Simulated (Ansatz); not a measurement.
**NO (doublet): from Hartree-Fock to the top rungs at distance N1–O2 = 1.268 Å, 6-31G**

Aim: climb from Hartree-Fock through coupled cluster and multireference methods for NO (doublet) at one geometry and basis, and see what each rung misses.

Method: 6-31G, core rule «outside noble gas», up to 2 orbitals frozen; program: Ansatz 0.2.0, Gaussian basis.

To be run: UHF; CCSD(T) on ROHF; CCSD(T) on UHF; BCCD(T) on ROHF; CISD; CCSDT(Q) on ROHF; CCSDT(Q) on UHF; CISDTQ; CCSDTQ on ROHF; CCSDTQ on UHF; CASSCF and MRCISD+Q, 3 electrons in 3 orbitals; CASSCF and NEVPT2, 3 electrons in 3 orbitals; CASSCF and MRCISD+Q, 11 electrons in 8 orbitals; CASSCF and NEVPT2, 11 electrons in 8 orbitals; Full CI; Full CI in the symmetry of the determinant.

38 further runs of the same task are left out: 7 for a known fault of the program, 20 that didn't finish, 11 set aside as unsound or not needed.

## Step 1: The system

The geometry derives from a PBE0/def2-TZVP stationary point (not a proven minimum). One bond is set to the value named and the two fragments are kept rigid.

2 atoms, charge 0, spin multiplicity 2.

Atoms are counted from 1 here; the program's logs count them from 0.

Bond lengths: N1–O2 1.268 Å.

Geometry (Å):

```xyz
2

N     0.0000    0.0000    0.0000
O     0.0000    0.0000    1.2680
```

## Step 2: UHF

Input file in.yaml:

```yaml
crystal:
  periodic: [false, false, false]
  atoms:
    - {symbol: N, position_ang: [0.000000, 0.000000, 0.000000]}
    - {symbol: O, position_ang: [0.000000, 0.000000, 1.268000]}
basis:
  gaussian: {orbitals: 6-31G}
magnetization: {spin_polarized: true, initial_magnetization: 1}
hamiltonian: {xc: hf}
output: {orbitals: {seedname: orbitals}}
```

Run with:

```sh
> ansatz run in.yaml --threads 1 --pin off --events-out ev --progress --plain --max-ram 2393MiB
```

Further steps of the session: CCSD(T) on ROHF; CCSD(T) on UHF; BCCD(T) on ROHF; CISD; CCSDT(Q) on ROHF; CCSDT(Q) on UHF; CISDTQ; CCSDTQ on ROHF; CCSDTQ on UHF; CASSCF and MRCISD+Q, 3 electrons in 3 orbitals; CASSCF and NEVPT2, 3 electrons in 3 orbitals; CASSCF and MRCISD+Q, 11 electrons in 8 orbitals; CASSCF and NEVPT2, 11 electrons in 8 orbitals; Full CI; Full CI in the symmetry of the determinant.

Before running them: what should the planned runs give, taken together? Wanted: FCI below the RHF energy; RMP2 from FCI; UMP2 from FCI; RCCSD from FCI; RCCSD(T) from FCI; UCCSD(T) from FCI; RCCSDT(Q) from FCI; UCCSDT(Q) from FCI; NEVPT2 pair from FCI.

**Answer**, as computed:

| quantity | value |
| --- | --- |
| FCI below the RHF energy | -7.1969 eV |
| RMP2 from FCI | +1.97 kcal/mol |
| UMP2 from FCI | +30.30 kcal/mol |
| RCCSD from FCI | +8.65 kcal/mol |
| RCCSD(T) from FCI | +1.66 kcal/mol |
| UCCSD(T) from FCI | +2.73 kcal/mol |
| RCCSDT(Q) from FCI | +0.09 kcal/mol |
| UCCSDT(Q) from FCI | -0.23 kcal/mol |
| NEVPT2 pair from FCI | +15.22 kcal/mol |
| MRCISD+Q pair from FCI | +7.04 kcal/mol |
| NEVPT2 valence from FCI | +14.74 kcal/mol |
| levels within 1 kcal/mol (43 meV) | RCCSDT(Q), UCCSDT(Q), RCCSDTQ, UCCSDTQ, MRCISD+Q valence |
| T1 diagnostic | 0.037 |
| effectively unpaired electrons | 1.13 |

In words: RCCSD(T) lands +1.66 kcal/mol from the yardstick (1.0 % of the correlation energy). CCSD(T) misses by +1.66 kcal/mol on the restricted determinant and by +2.73 kcal/mol on the unrestricted one; the two need not hold the same state or core. UCCSDT(Q) falls below full CI: unrestricted runs freeze a spin-polarised core, another one than full CI's, and coupled cluster isn't variational. One determinant dominates. Of the multireference levels listed MRCISD+Q valence comes nearest in total energy (+0.69 kcal/mol), which doesn't show that its space is the better one. Coupled cluster took another determinant than the lowest Hartree-Fock one. These misses are within one basis, not against nature; the frozen cores of restricted and unrestricted runs differ, which can shift their rows.
